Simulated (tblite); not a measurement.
# HS₂O₂−, a complex of two parts: structure

Wanted: the structure for `O=S=O` with `[SH-]`.

Programs: tblite 0.8.0. All values are calculated, for the isolated system unless a continuum is named. Atoms count from 0, parts from 1.

## Step 1: The system as given

5 atoms, charge -1, multiplicity 1; geometry: rigid parts in contact. Parts: 1 = atoms 0–2, `O=S=O`, charge 0; 2 = atoms 3–4, `[SH-]`, charge -1.

## Step 2: Bringing the parts together with GFN2-xTB

What the job is given:

```
{"job": {"kind": "dock", "xc": "GFN2-xTB", "basis": "xTB"}, "charge": -1, "multiplicity": 1, "parts": [{"atoms": "0-2", "charge": 0, "multiplicity": 1}, {"atoms": "3-4", "charge": -1, "multiplicity": 1}]}
O     -1.468304    -0.042400    -0.031382
S      0.000010    -0.000022    -0.000019
O      1.468294     0.042422     0.031402
S     -0.455426     2.809675    -1.298552
H     -0.514467     3.591822    -2.380922
```

With the program's defaults for keys left out, this is: GFN2-xTB search for minima from random contacts, gas phase.

The run is started by

```sh
OMP_NUM_THREADS=1 python cluster_run.py task.json out
```

This one command runs all jobs of the session in turn.

**Question.** What will these runs give? Wanted: binding energy.

**Answer**, as computed:

| quantity | value |
| --- | --- |
| binding energy (GFN2-xTB) | -114.0 kcal/mol (rough: tight binding is poor for bare ions) |

New bonds formed on relaxing, so the results belong to the rearranged structure. In the structure that the search hands on, at its xTB geometry, the leading contact, judged by the atoms' radii, is S1···S3 (bond, 2.34 Å).
